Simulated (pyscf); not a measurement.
PySCF, gas phase, ωB97X-D3(BJ)/def2-SVPD geometries.

For the elementary gas-phase step H₃C–CH₂–F + I⁻ → fluoride (F⁻) + H₃C–CH₂–I (singlet surface; C–F broken, C–I formed), what barrier and reaction energy does ωB97M-D3(BJ)/def2-TZVPD give, measured from the separated reactants?

ΔE‡ = 33.7 kcal/mol, ΔE = +50.3 kcal/mol. Zero-point energy shifts the barrier by -1.5 kcal/mol. It is a substitution at C, with an imaginary mode of 391i cm⁻¹. On the reactant side the descent ends in a complex, 4.4 kcal/mol under the separated species and 36.7 kcal/mol under the saddle at ωB97X-D3(BJ)/def2-TZVPD. On the product side the descent ends in a bound adduct, 17.6 kcal/mol under the separated species and 3.0 kcal/mol under the saddle at ωB97X-D3(BJ)/def2-TZVPD. At ωB97M-D3(BJ) the saddle lies under the separated products, which points to a path from their complex (located at ωB97X-D3(BJ) alone), and parting the products costs more than the saddle. This is the saddle that the search found; another between the same sides may lie lower. The angle at the attacked C is 165°. Elements past Kr carry the def2 core potentials, without spin-orbit coupling.
